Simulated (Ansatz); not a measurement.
`O=CC(F)S`, relaxed with RKS PBE0-D4/def2-TZVP in Ansatz from a PBE-D4/def2-SVP geometry. The force threshold is 0.005 eV/Å; the program also tests the step.

The species carries charge 0 and has multiplicity 1.

Start:

```xyz
8

O     0.612   -0.741    1.500
C     0.679   -0.681    0.294
C    -0.102    0.306   -0.595
F    -0.846   -0.519   -1.444
S    -1.085    1.486    0.345
H     1.290   -1.410   -0.312
H     0.605    0.883   -1.233
H    -1.153    0.676    1.445
```

```
         step  energy (eV)  largest force (eV/Å)  largest move (Å)
            1  -17713.5995                 0.976             0.000
            2  -17713.6410                 0.248             0.028
 3 (rejected)  -17713.6357                 0.473             0.065
            4  -17713.6474                 0.081             0.033
            5  -17713.6477                 0.180             0.037
            6  -17713.6495                 0.059             0.015
            7  -17713.6501                 0.035             0.014
            8  -17713.6510                 0.070             0.042
            9  -17713.6516                 0.012             0.026
           10  -17713.6516                 0.010             0.011
           11  -17713.6517                 0.014             0.012
12 (rejected)  -17713.6515                 0.061             0.010
           13  -17713.6517                 0.005             0.005
```

End:

```xyz
8

O     0.772   -0.643    1.478
C     0.683   -0.686    0.289
C    -0.090    0.304   -0.576
F    -0.804   -0.477   -1.470
S    -1.107    1.444    0.336
H     1.149   -1.492   -0.311
H     0.622    0.891   -1.168
H    -1.226    0.659    1.421
```

Hardware: 2 threads of an Arm Neoverse V1 on a shared host. Wall time 58 s, peak host memory 0.39 GiB.
